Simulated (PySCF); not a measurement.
## Telling isomers of C$_{2}$H$_{3}$F$_{3}$ apart by NMR

PySCF 2.14 calculation with PBE0-D3(BJ)/def2-SVP structure, couplings computed with B3LYP/pcJ-1 and shieldings: GIAO PBE0/pcSseg-1; no solvent, single conformer, averaged over atoms made equivalent by symmetry, fast rotation or ring inversion, relativity neglected.

Scale: TMS for ¹H, ¹³C (reference shieldings calculated alike). Multiplet labels drop J under 1 Hz and among equivalent protons, and merge close values. Unscaled 3J(H,H) run several per cent high. Vicinal couplings that depend on rotamer populations or ring flexing (ring, CH–CH, X–H and H–F types) are those of the one conformer. One-bond C–F couplings are unscaled and too large by tens of Hz. Shifts are as computed. Against solution values, carbons near 30 ppm lie about +2 ppm off and those near 130 ppm about +5 ppm. Of 1313 compounds with measured shifts, 239 miss one by over three times the rms of a fit or turn the order of signals round; such compounds aren't used in these exercises. Across acyclic CH2–CH2 and CH–CH2 bonds, 3J(H,H) assumes equally populated rotamers.

(1) Tabulate the signals of `CC(F)(F)F`, `FCC(F)F` and their relative energies.

(2) What is the quickest way to tell CC(F)(F)F from FCC(F)F?

## Answers

(1) 
```tsv
SMILES	carbon types	δC	δH	E rel. (kcal/mol)
CC(F)(F)F	1×C 1×CH3	130.9, 22.2	1.65 (q, 3H)	0.0
FCC(F)F	1×CH 1×CH2	116.3, 82.9	5.90 (tdt, 1H), 4.36 (dtd, 2H)	20.9
```

Energies are electronic energies at PBE0/pcSseg-1 on these geometries, without zero-point or thermal terms, each for the one conformer computed, which needn't be the lowest.

(2) Both give the same number of carbon signals, but DEPT or the intensities differ. The first has a CF3 carbon (C) at 130.9 ppm, the second an sp3 CH bonded to 2 F at 116.3 ppm. In the proton spectra the most deshielded non-exchanging signals are 1.65 (q, J = 12.3 Hz, 3H) and 5.90 (tdt, J = 62.9, 4.6, 4.1 Hz, 1H).
